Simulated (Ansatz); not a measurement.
`O[SiH2]F` + F• → `O[SiH]F`• + H–F at 500 K and 1 bar (hydrogen abstraction from the Si–H bond).

Calculated with Ansatz (gas phase, PBE0-D4/def2-TZVP geometries, no zero-point term in ΔE). CCSD(T)/CBS adds triple-zeta CCSD(T) − MP2 to the extrapolated MP2 energy (def2 sets, frozen cores). This one scheme is used for every species, atoms too. No spin–orbit coupling; open shells (•) take unrestricted orbitals. Spin–orbit coupling would lower the free atoms: a little for F. Each species was taken in one conformer, which may not be the lowest.

```csv
species,CCSD(T)/CBS energy (Eh),H − E (kJ/mol),S (J/(mol·K))
`O[SiH2]F`,-465.96250,118.8,315.1
F•,-99.66871,10.4,171.2
`O[SiH]F`•,-465.30075,91.6,316.0
H–F,-100.39570,39.4,188.7
```

H − E and S are ideal-gas, rigid-rotor, harmonic terms from PBE0-D4/def2-TZVP, for one conformer and one mirror image of each species, with the whole ground term of open shells counted as degenerate. 1 Eh = 2625.50 kJ/mol, R = 8.31446 J/(mol·K).

Question: By hand: ΔE, ΔH, ΔS and ΔG.

Answer: ΔE = (-465.30075) + (-100.39570) − (-465.96250) − (-99.66871) = -0.06524 Eh = -171.3 kJ/mol. Δ(H − E) = 91.6 + 39.4 − 118.8 − 10.4 = 1.8, so ΔH = -169.5 kJ/mol. ΔS = 316.0 + 188.7 − 315.1 − 171.2 = 18.4 J/(mol·K). ΔG = -169.5 − 500 × (18.4)/1000 = -178.7 kJ/mol.

Question: By hand: the equilibrium constant, and the temperature at which ΔG would vanish if ΔH and ΔS stayed fixed.

Answer: log₁₀ K = −ΔG/(RT ln 10) = 18.7. ΔH and −TΔS have one sign here, so there is no such temperature.

ΔH outweighs TΔS. A doubt of 5 kJ/mol in ΔE shifts log₁₀ K by 0.5 here. Other conformers and mirror images would add mixing entropy, several J/(mol·K) or more a flexible species. These are equilibria of isolated gas molecules and say nothing of rates. Largest T1 diagnostic: 0.014 (customary marks: 0.02 for closed shells, 0.045 for open ones).
